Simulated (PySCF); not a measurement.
**Assigning NMR signals**

Geometry:
```
atom   x (Å)   y (Å)   z (Å)
  C1   1.911   0.142  -0.038
  C2   0.731  -0.042   0.076
  C3  -0.675  -0.328   0.224
  O4  -1.130  -1.423   0.419
  O5  -1.418   0.780   0.116
  H6   2.942   0.312  -0.142
  H7  -2.358   0.563   0.219
```

Calculated, not measured (PySCF 2.14.0 with density-fitted response routines): GIAO PBE0/pcSseg-1 shieldings, GFN2-xTB structure, J couplings at B3LYP/pcJ-1. One computed conformer, non-relativistic Hamiltonian, gas phase.

Shifts are taken against calculated references (same method and geometry level): TMS for 13C (186.93 ppm) and 1H (31.72 ppm).

**Question.** Assign these signals to the numbered atoms. 13C{1H} NMR (computed): δ 157.2 (C), 84.6 (CH), 77.9 (C).

**Answer.** 
157.2 → C3, carboxylic acid carbon: lone-pair donation from the attached heteroatom keeps it upfield of a ketone carbonyl
84.6 → C1, terminal alkyne carbon: the triple bond shields along its axis, which puts it between sp3 and sp2 carbons
77.9 → C2, alkyne carbon: sp carbons lie upfield of alkene carbons because the cylindrical π system leaves one tensor component strongly shielded

**Question.** Assign these signals to the numbered atoms. 1H NMR (600 MHz, computed): δ 6.38 (br s, 1H), 2.36 (s, 1H).

**Answer.** 
| δ (ppm) | atoms | environment | reason |
| --- | --- | --- | --- |
| 6.38 | H7 | hydrogen on an acid hydroxyl oxygen | labile proton, position sensitive to the medium |
| 2.36 | H6 | hydrogen on a terminal alkyne carbon | it lies on the axis of the triple bond, in its shielding cone |

Exchangeable OH/NH protons stand at their gas-phase positions; hydrogen bonding in a real sample shifts them, mostly to higher δ. Shifts are as computed. Against solution values, carbons near 30 ppm lie about +3 ppm off and those near 130 ppm about +5 ppm. Of 1211 compounds with measured shifts, 218 miss one by over three times the rms of a fit or turn the order of signals round; such compounds aren't used in these exercises. The C=O carbon of an acid or of an amide with N–H lies up to 10 ppm further downfield in solution, through hydrogen bonding that the calculation lacks.
